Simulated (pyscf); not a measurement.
## Four-centre exchange: I–Si(I)(I)–I (SMILES I[Si](I)(I)I) + H₂ (SMILES [H][H]) → HI (SMILES I) + I–SiH(I)–I (SMILES I[SiH](I)I)

Gas phase, singlet surface, charge 0. Bonds broken: I1–Si2, H6–H7. Bonds formed: I1–H6, Si2–H7. Structures and frequencies: ωB97X-D3(BJ)/def2-SVP in PySCF.

Transition state (Å):

```xyz
7

I      0.5827     2.2036     1.2883
Si    -0.8250     0.1530    -0.1106
I     -1.1174    -1.6472    -1.7906
I     -2.4324     1.7614    -0.8821
I     -1.0940    -1.0790     1.9327
H      0.8680     0.8542    -0.2037
H      0.7095     0.1841    -0.8032
```

One imaginary mode, 920i cm⁻¹; descent along it reached the two sides named.

```csv
bond,change,reactant side (Å),saddle,product side
I1–Si2,breaks,2.407,2.9,4.0
H6–H7,breaks,0.761,0.913,4.4
I1–H6,forms,4.1,2.032,1.613
Si2–H7,forms,4.3,1.684,1.477
```

Electronic energies relative to the separated reactants (eV):

```
level                   barrier  reaction energy  reverse barrier
----------------------  -------  ---------------  ---------------
ωB97X-D3(BJ)/def2-TZVP     2.55            +0.83             1.72
PBE/def2-TZVP              2.10            +0.56             1.55
r²SCAN/def2-TZVP           2.26            +0.60             1.66
B3LYP-D3(BJ)/def2-TZVP     2.35            +0.62             1.73
PBE0-D3(BJ)/def2-TZVP      2.22            +0.64             1.58
M06-2X/def2-TZVP           2.47            +0.64             1.83
ωB97M-D3(BJ)/def2-TZVP     2.46            +0.50             1.96
HF/def2-TZVP               3.19            +0.20             2.99
```

With ωB97M-D3(BJ)/def2-TZVP energies and thermal terms (ideal gas, 1 atm, RRHO with modes under 100 cm⁻¹ raised to 100, one conformer, R ln 2 for chiral ones without a mode under 150 cm⁻¹), in eV:

```tsv
T (K)	ΔH‡	ΔG‡	ΔH	ΔG
298	2.47	2.77	+0.53	+0.40
600	2.44	3.09	+0.49	+0.28
900	2.43	3.42	+0.47	+0.18
1200	2.44	3.75	+0.46	+0.08
```

This is the saddle that the search found; another between the same sides may lie lower. Elements past Kr carry the def2 core potentials, without spin-orbit coupling.
